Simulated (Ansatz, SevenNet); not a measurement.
## LA phonon frequency at L of diamond: levels of theory against measurement

Reference value: 1029 cm⁻¹ (measured, temperature not stated, no zero-point or thermal correction, sources range from 1007 to 1034; as tabulated in arXiv:cond-mat/0412643).

```tsv
level (code)	value (cm⁻¹)	cell (Å³/atom)	difference (%)
SevenNet-0 (SevenNet)	859	5.69	-16.5
LDA (Ansatz)	1077	5.51	+4.7
PBE (Ansatz)	1039	5.70	+1.0
PBE-D3(BJ) (Ansatz)	1059	5.63	+2.9
```

Nearest, and too close to rank with a margin of 3.0 % (twice that across the reference) picked here for doubts on the reference and the settings, and for temperature and zero-point motion: PBE (+1.0 %), PBE-D3(BJ) (+2.9 %). SevenNet-0 (-16.5 %) lies farthest from it. Within 10 %: LDA, PBE, PBE-D3(BJ).

The measured value isn't corrected to a static lattice, so vibrations enter the comparison.  PBE-D3(BJ): the dispersion coefficients are held fixed in the derivatives. Each level is taken at its own relaxed cell. Ansatz's density-functional and Hartree–Fock values are scalar-relativistic unless marked +SOC, with PAW data made under PBE.

Machine-learned potentials (SevenNet-0) are trained on DFT data, which may include these solids.

Differences are worked out from the printed values.

Ansatz is a quantum-chemistry and plane-wave program.
